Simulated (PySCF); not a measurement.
Breaking a bond: CH2O, SMILES C=O. The C1–H4 bond (C1 also carries H, O; H4 carries nothing else) is varied alone, starting from the PBE0/def2-TZVP optimised geometry.

Computed with: UKS-B3LYP/LANL2DZ = unrestricted B3LYP/LANL2DZ run with PySCF; UKS-M06-2X/6-31G* = unrestricted M06-2X/6-31G*, spherical d run with PySCF 2.14.0; RKS-M06-2X/6-31G* = restricted M06-2X/6-31G*, spherical d run with PySCF; UCCSD(T) = PySCF 2.14.0 with CCSD(T) on UHF/cc-pVDZ, 2 core orbitals frozen.

Energies relative to the lowest point of each curve near equilibrium, in kcal/mol; the last columns give the difference from UCCSD(T):

```csv
R / Å,UKS-B3LYP/LANL2DZ,UKS-M06-2X/6-31G*,RKS-M06-2X/6-31G*,UCCSD(T),UKS-B3LYP/LANL2DZ − UCCSD(T),UKS-M06-2X/6-31G* − UCCSD(T),RKS-M06-2X/6-31G* − UCCSD(T)
0.89,27.2,26.9,26.9,30.2,-3.0,-3.3,-3.3
0.94,14.5,14.2,14.2,16.6,-2.1,-2.4,-2.4
1.00,5.3,5.1,5.1,6.5,-1.2,-1.4,-1.4
1.05,1.4,1.3,1.3,2.0,-0.6,-0.7,-0.7
1.07,0.6,0.5,0.5,1.0,-0.4,-0.5,-0.5
1.11,0.0,0.0,0.0,0.0,0.0,0.0,0.0
1.14,0.3,0.4,0.4,0.1,0.2,0.3,0.3
1.17,1.1,1.2,1.2,0.7,0.4,0.6,0.6
1.23,3.9,4.3,4.3,3.2,0.8,1.1,1.1
1.29,7.9,8.5,8.5,6.9,1.0,1.6,1.6
1.38,15.3,16.2,16.2,13.9,1.3,2.3,2.3
1.51,27.1,28.7,28.7,25.3,1.9,3.4,3.4
1.65,40.1,42.3,42.3,37.5,2.6,4.8,4.8
1.82,55.1,58.0,58.0,51.5,3.5,6.4,6.4
1.99,68.5,72.3,72.4,63.7,4.9,8.6,8.8
2.22,81.1,89.8,89.8,76.5,4.6,13.2,13.2
2.43,87.5,103.4,103.4,83.5,4.0,19.9,19.9
2.69,91.6,117.7,117.7,87.3,4.3,30.4,30.4
3.02,94.0,132.2,132.2,88.9,5.2,43.3,43.3
3.32,95.0,142.4,142.4,89.4,5.6,53.1,53.1
3.90,95.7,155.8,155.8,89.7,6.0,66.1,66.1
```

UKS-B3LYP/LANL2DZ is furthest from UCCSD(T) at 3.90 (6.0 kcal/mol, above); its mean absolute difference over the points is 2.6 kcal/mol.

UKS-M06-2X/6-31G* is furthest from UCCSD(T) at 3.90 (66.1 kcal/mol, above); its mean absolute difference over the points is 12.5 kcal/mol.

RKS-M06-2X/6-31G* is furthest from UCCSD(T) at 3.90 (66.1 kcal/mol, above); its mean absolute difference over the points is 12.5 kcal/mol.

The unrestricted determinant behind UKS-B3LYP/LANL2DZ is spin-contaminated at 1.99 to 3.90 Å (<S²> up to 1.0, against 0.00 for a pure singlet). The unrestricted determinant behind UKS-M06-2X/6-31G* is spin-contaminated at 1.99 Å (<S²> up to 0.1, against 0.00 for a pure singlet). The restricted form behind RKS-M06-2X/6-31G* keeps the bonding electrons paired and can't separate into open-shell fragments. The unrestricted determinant behind UCCSD(T) is spin-contaminated at 1.65 to 3.90 Å (<S²> up to 1.0, against 0.00 for a pure singlet).
